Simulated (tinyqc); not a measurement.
Worked calculation: RKS/PBE in the sto-3g basis, for OH-, spin multiplicity 1. The basis has no diffuse functions, so it cannot describe the extra electron: this is an exercise in the method, not the real anion. One step of it, computed by the program tinyqc.

Task: Iteration 2: building the Kohn-Sham matrix. J_ij = sum D_kl (ij|kl); F = H + J + V_xc; E = tr D H + tr D J / 2 + E_xc + E_nn.

D after iteration 1, order 1O 1s, 1O 2s, 1O 2px, 1O 2py, 1O 2pz, 2H 1s:
$$\begin{pmatrix}
2.096280 & -0.408529 & 0.000000 & 0.000000 & 0.086471 & -0.088539 \\
-0.408529 & 1.803907 & 0.000000 & 0.000000 & -0.347024 & 0.088782 \\
0.000000 & 0.000000 & 2.000000 & 0.000000 & 0.000000 & 0.000000 \\
0.000000 & 0.000000 & 0.000000 & 2.000000 & 0.000000 & 0.000000 \\
0.086471 & -0.347024 & 0.000000 & 0.000000 & 1.238637 & 0.336080 \\
-0.088539 & 0.088782 & 0.000000 & 0.000000 & 0.336080 & 0.742854
\end{pmatrix}$$

core Hamiltonian H = T + V (hartree), order 1O 1s, 1O 2s, 1O 2px, 1O 2py, 1O 2pz, 2H 1s:
$$\begin{pmatrix}
-32.124569 & -7.471647 & 0.000000 & 0.000000 & -0.013175 & -1.414038 \\
-7.471647 & -8.749124 & 0.000000 & 0.000000 & -0.158917 & -3.061420 \\
0.000000 & 0.000000 & -6.921172 & 0.000000 & 0.000000 & 0.000000 \\
0.000000 & 0.000000 & 0.000000 & -6.921172 & 0.000000 & 0.000000 \\
-0.013175 & -0.158917 & 0.000000 & 0.000000 & -7.024562 & -2.217516 \\
-1.414038 & -3.061420 & 0.000000 & 0.000000 & -2.217516 & -4.433676
\end{pmatrix}$$

Two-electron integrals (ij|kl) in chemists' order, unique and non-zero (hartree):
```
(11|11) 4.785065   (21|11) 0.741380   (21|21) 0.136873   (22|11) 1.118947
(22|21) 0.256633   (22|22) 0.817206   (31|31) 0.024477   (32|31) 0.037809
(32|32) 0.180518   (33|11) 1.115814   (33|21) 0.256684   (33|22) 0.817023
(33|33) 0.880159   (41|41) 0.024477   (42|41) 0.037809   (42|42) 0.180518
(43|43) 0.047444   (44|11) 1.115814   (44|21) 0.256684   (44|22) 0.817023
(44|33) 0.785270   (44|44) 0.880159   (51|51) 0.024477   (52|51) 0.037809
(52|52) 0.180518   (53|53) 0.047444   (54|54) 0.047444   (55|11) 1.115814
(55|21) 0.256684   (55|22) 0.817023   (55|33) 0.785270   (55|44) 0.785270
(55|55) 0.880159   (61|11) 0.141051   (61|21) 0.025828   (61|22) 0.048137
(61|33) 0.048043   (61|44) 0.048043   (61|51) 0.001192   (61|52) 0.002235
(61|55) 0.048331   (61|61) 0.004937   (62|11) 0.349714   (62|21) 0.081242
(62|22) 0.287219   (62|33) 0.282286   (62|44) 0.282286   (62|51) 0.006107
(62|52) 0.047026   (62|55) 0.296809   (62|61) 0.015638   (62|62) 0.125910
(63|31) 0.008421   (63|32) 0.049311   (63|53) 0.009722   (63|63) 0.017761
(64|41) 0.008421   (64|42) 0.049311   (64|54) 0.009722   (64|64) 0.017761
(65|11) 0.254659   (65|21) 0.059915   (65|22) 0.226158   (65|33) 0.215941
(65|44) 0.215941   (65|51) 0.012361   (65|52) 0.084288   (65|55) 0.246338
(65|61) 0.012033   (65|62) 0.120436   (65|65) 0.131627   (66|11) 0.495383
(66|21) 0.116950   (66|22) 0.474740   (66|33) 0.455673   (66|44) 0.455673
(66|51) 0.011200   (66|52) 0.119540   (66|55) 0.512278   (66|61) 0.022702
(66|62) 0.264182   (66|65) 0.288410   (66|66) 0.774606
```

nuclear repulsion = 4.07451173 hartree

V_xc (hartree), order 1O 1s, 1O 2s, 1O 2px, 1O 2py, 1O 2pz, 2H 1s:
$$\begin{pmatrix}
-3.088537 & -0.424844 & 0.000000 & 0.000000 & 0.001832 & -0.081289 \\
-0.424844 & -0.819869 & 0.000000 & 0.000000 & 0.005183 & -0.275539 \\
0.000000 & 0.000000 & -0.819414 & 0.000000 & 0.000000 & 0.000000 \\
0.000000 & 0.000000 & 0.000000 & -0.819414 & 0.000000 & 0.000000 \\
0.001832 & 0.005183 & 0.000000 & 0.000000 & -0.802500 & -0.217378 \\
-0.081289 & -0.275539 & 0.000000 & 0.000000 & -0.217378 & -0.478116
\end{pmatrix}$$

E_xc = sum of w rho eps_xc = -9.64207969 hartree

Give: Coulomb J; Kohn-Sham matrix F; total energy of this density.

Result:

Coulomb J (hartree), order 1O 1s, 1O 2s, 1O 2px, 1O 2py, 1O 2pz, 2H 1s:
$$\begin{pmatrix}
17.865 & 3.387 & 0.000 & 0.000 & -0.005 & 0.639 \\
3.387 & 8.437 & 0.000 & 0.000 & 0.035 & 2.947 \\
0.000 & 0.000 & 8.432 & 0.000 & 0.000 & 0.000 \\
0.000 & 0.000 & 0.000 & 8.432 & 0.000 & 0.000 \\
-0.005 & 0.035 & 0.000 & 0.000 & 8.425 & 2.327 \\
0.639 & 2.947 & 0.000 & 0.000 & 2.327 & 4.988
\end{pmatrix}$$

Kohn-Sham matrix F (hartree), order 1O 1s, 1O 2s, 1O 2px, 1O 2py, 1O 2pz, 2H 1s:
$$\begin{pmatrix}
-17.348 & -4.510 & 0.000 & 0.000 & -0.016 & -0.856 \\
-4.510 & -1.132 & 0.000 & 0.000 & -0.119 & -0.390 \\
0.000 & 0.000 & 0.691 & 0.000 & 0.000 & 0.000 \\
0.000 & 0.000 & 0.000 & 0.691 & 0.000 & 0.000 \\
-0.016 & -0.119 & 0.000 & 0.000 & 0.598 & -0.108 \\
-0.856 & -0.390 & 0.000 & 0.000 & -0.108 & 0.076
\end{pmatrix}$$

total energy of this density = -74.08186 hartree

This density is a damped mixture and is not idempotent.
